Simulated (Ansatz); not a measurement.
**AlLiH₂ (singlet): the correlation ladder at distance Al1–H3 = 2.602 Å, 6-31G**

Aim: climb from Hartree-Fock through coupled cluster and multireference methods for AlLiH₂ (singlet) at one geometry and basis, and see what each rung misses.

Computed with Ansatz 0.2.0, Gaussian basis. Level: 6-31G, core rule «outside noble gas», up to 6 orbitals frozen.

The runs, in order: UHF; CCSD(T) on RHF; CCSD(T) on UHF; BCCD(T) on RHF; CISD; CCSDT(Q) on RHF; CCSDT(Q) on UHF; CISDTQ; CCSDTQ on RHF; CCSDTQ on UHF; CASSCF and MRCISD+Q, 2 electrons in 2 orbitals; CASSCF and NEVPT2, 2 electrons in 2 orbitals; Full CI.

52 further runs of the same task are left out: 33 for a known fault of the program, 12 that didn't finish, 7 set aside as unsound or not needed. Runs told in other sessions of the task aren't counted.

## (1) The geometry

The geometry derives from a PBE0/def2-TZVP stationary point (not a proven minimum). One bond is set to the value named and the two fragments are kept rigid.

4 atoms, charge 0, spin multiplicity 1.

Atoms are counted from 1 here; the program's logs count them from 0.

Bond lengths: Al1–H4 1.618 Å.

## (2) UHF

File in.yaml:

```yaml
crystal:
  periodic: [false, false, false]
  atoms:
    - {symbol: Al, position_ang: [0.000000, -0.022311, 0.439981]}
    - {symbol: Li, position_ang: [0.000000, -0.022311, -2.198841]}
    - {symbol: H, position_ang: [0.000000, 2.081073, 1.971704]}
    - {symbol: H, position_ang: [0.000000, -1.330173, 1.392390]}
basis:
  gaussian: {orbitals: 6-31G}
magnetization: {spin_polarized: true, initial_magnetization: 0}
hamiltonian: {xc: hf}
output: {orbitals: {seedname: orbitals}}
```

The run is started by

```bash
$ ansatz run in.yaml --threads 1 --pin off --events-out ev --progress --plain --max-ram 2393MiB
```

After this run come: CCSD(T) on RHF; CCSD(T) on UHF; BCCD(T) on RHF; CISD; CCSDT(Q) on RHF; CCSDT(Q) on UHF; CISDTQ; CCSDTQ on RHF; CCSDTQ on UHF; CASSCF and MRCISD+Q, 2 electrons in 2 orbitals; CASSCF and NEVPT2, 2 electrons in 2 orbitals; Full CI.

Q: Predict the results of all the runs planned. Wanted: FCI from the RHF energy; RMP2 from FCI; RCCSD from FCI; RCCSD(T) from FCI; RCCSDT(Q) from FCI; NEVPT2 pair from FCI; MRCISD+Q pair from FCI; T1 diagnostic; effectively unpaired electrons.

The runs gave:

```
                         quantity                                                                 value
          FCI from the RHF energy                                                            -2.1461 eV
                    RMP2 from FCI                                                       +19.12 kcal/mol
                   RCCSD from FCI                                                        +1.76 kcal/mol
                RCCSD(T) from FCI                                                        +0.59 kcal/mol
               RCCSDT(Q) from FCI                                                        +0.03 kcal/mol
             NEVPT2 pair from FCI                                                       +10.24 kcal/mol
           MRCISD+Q pair from FCI                                                        -0.24 kcal/mol
levels within 1 kcal/mol (43 meV)  RCCSD(T), BCCD(T), RCCSDT, CISDTQ, RCCSDT(Q), RCCSDTQ, MRCISD+Q pair
                    T1 diagnostic                                                                 0.041
   effectively unpaired electrons                                                                  0.21
```

What this shows: RCCSD(T) misses by +0.59 kcal/mol, 1.2 % of the correlation energy. MRCISD+Q pair falls below full CI: the +Q correction isn't variational, and the cores differ from full CI's. The occupations show static correlation (0.21 effectively unpaired electrons where one determinant has 0). Of the multireference levels listed MRCISD+Q pair comes nearest in total energy (-0.24 kcal/mol), which doesn't show that its space is the better one. These misses are within one basis, not against nature.
